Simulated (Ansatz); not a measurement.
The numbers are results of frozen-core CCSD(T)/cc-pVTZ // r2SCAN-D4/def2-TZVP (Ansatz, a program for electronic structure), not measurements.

Ansatz 0.2 input:
```yaml
crystal:
  periodic: [false, false, false]
  atoms:
    - { symbol: Si, position_ang: [-0.000079, -0.000608, 0.332645] }
    - { symbol: H, position_ang: [-0.622452, 1.272557, -0.108711] }
    - { symbol: H, position_ang: [1.41316, -0.096894, -0.11072] }
    - { symbol: H, position_ang: [-0.79063, -1.175056, -0.113213] }
basis:
  gaussian: { orbitals: cc-pVTZ }
correlation:
  method: ccsd_t
magnetization:
  spin_polarized: true
  initial_magnetization: 1
```

Output:

```
Functional definition: HF
429 factors; integrals over basis functions are off by at most 8.3e-4 eV
mean field evaluation 1: about -7907.9937 eV, gradient 7.1e0 eV
mean field evaluation 2: about -7907.9970 eV, gradient 7.2e0 eV
mean field evaluation 4: about -7908.7167 eV, gradient 6.2e-1 eV
mean field evaluation 8: about -7908.7250 eV, gradient 1.8e-3 eV
mean field evaluation 16: about -7908.7250 eV, gradient 5.9e-6 eV
mean field -7908.72503978 eV, -290.6402844857 hartree, gradient 5.9e-6 eV, S^2 0.755090; 0 other end points of the search recorded, 0 dependent functions left out
5 core orbitals not correlated
reference -7908.72503978 eV, -290.6402844857 hartree; 4, 3 occupied and 67, 68 virtual orbitals, 429 factors
second order -3.17096428 eV of doubles, -0.00000000 eV of singles
cycle   1  -3.67924168 eV  change   -5.1e-1 eV  update   5.4e-2
cycle   2  -3.87667936 eV  change   -2.0e-1 eV  update   2.1e-2
cycle   3  -3.88424373 eV  change   -7.6e-3 eV  update   5.8e-3
cycle   4  -3.88369733 eV  change    5.5e-4 eV  update   1.9e-3
cycle   5  -3.88330076 eV  change    4.0e-4 eV  update   7.7e-4
cycle   6  -3.88338818 eV  change   -8.7e-5 eV  update   2.6e-4
cycle   7  -3.88347574 eV  change   -8.8e-5 eV  update   7.7e-5
cycle   8  -3.88347596 eV  change   -2.3e-7 eV  update   2.2e-5
cycle   9  -3.88346944 eV  change    6.5e-6 eV  update   7.0e-6
perturbative correction -0.09540179 eV, -0.0035059510 hartree
Total energy: -7912.70391101 eV, -290.7865053062 hartree
```

Cost: about 2.5 core-seconds (a rough figure).
